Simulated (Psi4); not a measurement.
Reaction (SMILES): [SiH4] (SiH4) → [SiH3-] + H+
B3LYP-D3(BJ)/def2-TZVP geometries, fixed; electronic energies without zero-point terms.
Largest species:
```
Si
H 1 1.4803
H 1 1.4803 2 109.47
H 1 1.4803 2 109.47 3 -120.00
H 1 1.4803 2 109.47 4 -120.00
```

Effect of the integral screening threshold at PBE/aug-cc-pV(T+d)Z with Psi4, against the last row, where the deprotonation energy is 373.15 kcal/mol.

| setting | largest shift of a total energy (mEh) | shift of the deprotonation energy (kcal/mol) |
|---|---|---|
| ints_tolerance: 1e-6 | 0.001 | -0.001 |
| ints_tolerance: 1e-8 | 0.000 | 0.000 |
| ints_tolerance: 1e-10 | 0.000 | 0.000 |
| ints_tolerance: 1e-14 | 0.000 | 0.000 |

Within 0.02 kcal/mol in the deprotonation energy: ints_tolerance: 1e-6; ints_tolerance: 1e-8; ints_tolerance: 1e-10. The largest shift is 0.001 mEh in a total energy and 0.001 kcal/mol in the difference.
